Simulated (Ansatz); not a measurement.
Phonon frequency of some sulfides, selenides and tellurides, all zinc-blende

Method: r²SCAN in Ansatz (plane waves, PAW). References are measured values at room or unstated temperature, uncorrected unless marked, so that the deviations hold thermal and zero-point effects besides the level's error. The table is a random draw of 10 from 16 values with such references.

Values in cm⁻¹.

| solid | reference | r²SCAN | deviation (%) |
|---|---|---|---|
| zinc-blende ZnS (X LO) | 330 | 327 | -0.9 |
| zinc-blende ZnSe (X TA) | 70 | 72 | +2.9 |
| zinc-blende ZnSe (L TA) | 60 | 55 | -8.3 |
| zinc-blende ZnS (X LA) | 212 | 212 | 0.0 |
| zinc-blende ZnS (L LA) | 195 | 197 | +1.0 |
| zinc-blende ZnSe (X LA) | 191 | 195 | +2.1 |
| zinc-blende ZnS (L TO) | 289 | 289 | 0.0 |
| zinc-blende ZnSe (L LA) | 164 | 173 | +5.5 |
| zinc-blende ZnSe (X TO) | 220 | 210 | -4.5 |
| zinc-blende ZnS (L LO) | 337 | 338 | +0.3 |

Over these 10 values the mean deviation is -0.2 %, the mean absolute deviation 2.6 % (median 1.6 %), and the worst case zinc-blende ZnSe (L TA) at -8.3 %; the value is too high in 5 of 10 cases. Over all 16, from unrounded values, the mean deviation is -0.1 % and the mean absolute deviation 2.4 % (median 2.2 %).

Differences are worked out from the printed values.

Each level is taken at its own relaxed cell. Ansatz's density-functional and Hartree–Fock values are scalar-relativistic unless marked +SOC, with PAW data made under PBE.

Ansatz's runs of these crystals have no spin polarisation.

Of the class's solids with a reference value and a result at some level, none was set aside. At least 8 more with a reference value are held back for tests. Solids without a released value at any level aren't counted. Layered and molecular crystals are counted apart.

References as tabulated in Vagelatos et al., J. Chem. Phys. (1974); Talwar et al. (2016), doi:10.1080/14686996.2016.1222495.

Ansatz is a quantum-chemistry and plane-wave program.
